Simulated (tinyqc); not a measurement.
Worked calculation: G0W0 on RHF in the sto-3g basis, for LiH, spin multiplicity 1. One step of it, computed by the program tinyqc.

Problem. G0W0 on Hartree-Fock: LUMO. W(p,q,m) = sqrt2 sum_ia (pq|ia) (X+Y)_ia,m; Sigma_c(x) = sum_(i,m) W^2/(x - e_i + w_m) + sum_(a,m) W^2/(x - e_a - w_m); solve x = e_p + Sigma_c(x) by Newton steps; Z = 1/(1 - dSigma/dx); 1 hartree = 27.211386 eV.

orbital energies (hartree): MO1 -2.345965, MO2 -0.301843, MO3 0.079530, MO4 0.163218, MO5 0.163218, MO6 0.598686

Two-electron integrals over orbitals (pq|rs), unique and non-zero (hartree):
```
(11|11) 1.657377    (21|11) -0.123847   (21|21) 0.016694    (22|11) 0.394945
(22|21) 0.008610    (22|22) 0.501932    (31|11) -0.136345   (31|21) 0.011985
(31|22) -0.018606   (31|31) 0.021297    (32|11) 0.009395    (32|21) -0.004090
(32|22) -0.045237   (32|31) 0.000294    (32|32) 0.011297    (33|11) 0.396129
(33|21) -0.012486   (33|22) 0.230284    (33|31) 0.002205    (33|32) 0.004704
(33|33) 0.339532    (41|41) 0.009822    (42|41) 0.007690    (42|42) 0.024632
(43|41) 0.010234    (43|42) 0.019183    (43|43) 0.041406    (44|11) 0.396289
(44|21) -0.004884   (44|22) 0.280641    (44|31) -0.004887   (44|32) 0.003716
(44|33) 0.282415    (44|44) 0.312946    (51|51) 0.009822    (52|51) 0.007690
(52|52) 0.024632    (53|51) 0.010234    (53|52) 0.019183    (53|53) 0.041406
(54|54) 0.016869    (55|11) 0.396289    (55|21) -0.004884   (55|22) 0.280641
(55|31) -0.004887   (55|32) 0.003716    (55|33) 0.282415    (55|44) 0.279207
(55|55) 0.312946    (61|11) 0.028824    (61|21) -0.006645   (61|22) -0.004580
(61|31) 0.000301    (61|32) 0.000569    (61|33) 0.008300    (61|44) -0.000364
(61|55) -0.000364   (61|61) 0.005546    (62|11) -0.011278   (62|21) 0.007140
(62|22) 0.138757    (62|31) -0.002521   (62|32) -0.032456   (62|33) -0.005490
(62|44) -0.004421   (62|55) -0.004421   (62|61) 0.001159    (62|62) 0.122207
(63|11) 0.017468    (63|21) -0.005129   (63|22) -0.050629   (63|31) 0.004629
(63|32) 0.007518    (63|33) 0.036159    (63|44) 0.000617    (63|55) 0.000617
(63|61) 0.003859    (63|62) -0.030343   (63|63) 0.026316    (64|41) -0.005759
(64|42) -0.019280   (64|43) -0.013902   (64|64) 0.019004    (65|51) -0.005759
(65|52) -0.019280   (65|53) -0.013902   (65|65) 0.019004    (66|11) 0.361270
(66|21) 0.005882    (66|22) 0.460040    (66|31) -0.011494   (66|32) -0.040852
(66|33) 0.242487    (66|44) 0.270187    (66|55) 0.270187    (66|61) -0.000671
(66|62) 0.146531    (66|63) -0.042909   (66|66) 0.456876
```

excitation energies w (hartree): 0.396718  0.511784  0.511784  1.120890  2.467730  2.528787  2.528787  2.955723

X + Y:
```
             1          2          3          4          5          6         7         8
1>3  -0.000039   0.000000   0.000000   0.004550   0.991400   0.000000  0.000000  0.001096
1>4   0.000000  -0.010568   0.005678   0.000000   0.000000   0.840695  0.534275  0.000000
1>5   0.000000  -0.005678  -0.010568   0.000000   0.000000  -0.534275  0.840695  0.000000
1>6  -0.000930   0.000000   0.000000  -0.001598  -0.001318   0.000000  0.000000  0.998124
2>3   0.978106   0.000000   0.000000  -0.040477   0.000091   0.000000  0.000000  0.000098
2>4   0.000000   0.839714  -0.451175   0.000000   0.000000   0.001961  0.001246  0.000000
2>5   0.000000   0.451175   0.839714   0.000000   0.000000  -0.001246  0.001961  0.000000
2>6   0.104550   0.000000   0.000000   0.894163  -0.001864   0.000000  0.000000  0.000554
```

Give: The 12 largest terms at x = e_p; Newton steps; quasiparticle energy of the LUMO; Hartree-Fock value.

Solution.

The 12 largest terms at x = e_p (hartree; W for the signs of X + Y given):
```
q  m       W       term
2  4  -0.042   1.16e-03
6  4  -0.039  -9.17e-04
4  2   0.023  -8.60e-04
5  3   0.023  -8.60e-04
5  2   0.012  -2.48e-04
4  3  -0.012  -2.48e-04
1  5   0.030   1.82e-04
2  1   0.011   1.51e-04
3  1   0.006  -8.14e-05
5  7   0.012  -5.72e-05
4  6   0.012  -5.72e-05
3  4  -0.007  -4.65e-05
```

Newton steps (hartree):
```
step      x  Sigma_c(x)      Z
0     0.080   -2.04e-03  0.994
1     0.078   -2.03e-03  0.994
2     0.078   -2.03e-03  0.994
```

quasiparticle energy of the LUMO = 2.109 eV

Hartree-Fock value = 2.164 eV
